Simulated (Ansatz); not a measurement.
The first iterations of a band of C3H7FO (12 atoms, charge 0, multiplicity 1).

Theory: RKS B3LYP-D4/6-31G* in Ansatz 0.2.0.

```yaml
movable_images: 5
climbing_image: yes
spring: 2.0 to 10.0 eV/Å², energy-weighted
optimiser: quadratic models (default)
start_path: IDPP
force_threshold: 0.03 eV/Å
iteration_limit: 60
end_points: relaxed
```

First end point:

```xyz
12
Properties=species:S:1:pos:R:3
O -1.159 -0.831 1.668
C -0.860 -0.419 0.339
C 0.567 0.113 0.333
C 1.020 0.551 -1.047
F 0.175 1.553 -1.528
H -2.092 -1.092 1.695
H -1.543 0.371 -0.005
H -0.944 -1.261 -0.370
H 1.245 -0.668 0.699
H 0.637 0.956 1.031
H 0.992 -0.282 -1.762
H 2.040 0.953 -1.020
```

Last end point:

```xyz
12
Properties=species:S:1:pos:R:3
O -1.344 -1.098 1.473
C -0.903 -0.563 0.231
C 0.492 0.057 0.322
C 0.991 0.579 -1.014
F 0.124 1.567 -1.485
H -1.477 -0.354 2.080
H -1.612 0.177 -0.166
H -0.891 -1.409 -0.465
H 1.198 -0.693 0.701
H 0.482 0.885 1.044
H 1.027 -0.222 -1.765
H 1.991 1.019 -0.924
```

| iteration | highest image above the first end (eV) | largest band force component (eV/Å) |
| --- | --- | --- |
| 1 | 0.096 | 0.678 |
| 2 | 0.044 | 0.175 |

**Question.** Does the band converge within its limit, and where does its top end?

**Answer.** The forces met the threshold. It ended after 5 iterations with the highest image 0.038 eV above the first end. Another band between the same ends (5 images) ends at a top of the same energy, where a vibrational analysis finds 1 clearly imaginary mode.

Time of the run: 95 s on 1 thread of Intel(R) Xeon(R) Platinum 8488C (Sapphire Rapids), with other jobs on the host, peak memory 0.2 GiB.
